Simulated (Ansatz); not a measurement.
Reaction: CH4O (methanol, SMILES CO) → CH3O (SMILES C[O], doublet) + H (doublet) (the H-O bond breaks)
Each species at its own B3LYP-D3(BJ)/def2-TZVP minimum (Ansatz, a quantum-chemistry and plane-wave program).

Total energies in hartree (Ansatz). UHF or UKS for unpaired electrons; spin-orbit terms are left out. Correlated methods leave the cores frozen. No relativity. Where a partner has so few electrons that a lower coupled-cluster level is exact, that level stands in.

```tsv
species	HF/cc-pVTZ	CCSD(T)/cc-pVTZ	HF/cc-pVQZ	CCSD(T)/cc-pVQZ	CCSD(T)/cc-pVDZ	CCSDT(Q)/cc-pVDZ
1: CH4O (methanol, SMILES CO)	-115.08908	-115.55073	-115.09858	-115.58888	-115.42014	-115.42130
2: CH3O (SMILES C[O], doublet)	-114.46570	-114.87469	-114.47449	-114.91011	-114.75483	-114.75595
3: H (doublet)	-0.49981	-0.49981	-0.49995	-0.49995	-0.49928	-0.49928
```

Problem. Work out the bond dissociation energy (electronic) in kcal/mol: take Hartree-Fock from cc-pVQZ, extrapolate the CCSD(T) correlation energy as X^-3 (X = 3, 4), and add CCSDT(Q) - CCSD(T) in cc-pVDZ. 1 hartree = 627.51 kcal/mol.

Solution. 
Species 1: correlation (64·(-0.49030) - 27·(-0.46165))/37 = -0.51121; step -0.00116; E1 = -115.09858 + (-0.51121) + (-0.00116) = -115.61095
Species 2: correlation (64·(-0.43562) - 27·(-0.40899))/37 = -0.45505; step -0.00112; E2 = -114.47449 + (-0.45505) + (-0.00112) = -114.93066
Species 3: correlation (64·(0.00000) - 27·(0.00000))/37 = 0.00000; step +0.00000; E3 = -0.49995 + (0.00000) + (+0.00000) = -0.49995
-1·E1 +1·E2 +1·E3 = 0.18034 hartree = 113.2 kcal/mol.
